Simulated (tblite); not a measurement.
Problem. Write Cartesian coordinates for InChI=1S/C5H5F/c1-2-3-4-5-6/h1,3-4H,5H2/b4-3+ as optimised with GFN2-xTB.

Solution. 
```
atom  x, y, z in Å
C1     3.0201   -0.1234    0.3267
C2     1.8636   -0.1124    0.0031
C3     0.5148   -0.1052   -0.4032
C4    -0.4984    0.0935    0.4362
C5    -1.9359    0.1068    0.0339
F6    -2.1032   -0.1107   -1.3102
H7     4.0295   -0.1319    0.6118
H8     0.3365   -0.2736   -1.4579
H9    -0.3295    0.2626    1.4905
H10   -2.3965    1.0784    0.2581
H11   -2.4955   -0.6817    0.5548
```

Any rigid rotation of these coordinates is as good. Atoms count from 1 in this order. Of the pairs four or more bonds apart, F6···H8 is among the closest relative to their van der Waals radii: 2.45 Å, 92 % of the sum of Bondi's values. The 4 C–C bonds span 1.201 Å (C1≡C2, drawn triple) to 1.493 Å (C4–C5, drawn single), a spread of 0.292 Å. The 6 heavy atoms lie in one plane (0.000 Å rms).

Bonds between heavy atoms (Å): C1≡C2 1.201, C2–C3 1.409, C3=C4 1.331, C4–C5 1.493, C5–F6 1.372.

The geometry is computed with GFN2-xTB (gas phase).

Point group: Cs (every atom within 0.08 Å of its image). Its GFN2-xTB frequencies are all real (lowest 99 cm⁻¹). The numbers are those of one conformer (C3–C4–C5–F6 0°).

On Arm Neoverse N1, one thread, shared host with 64 logical CPUs at a one-minute load of 60, this took 0.18 s wall. That covers the optimisation of the geometry.
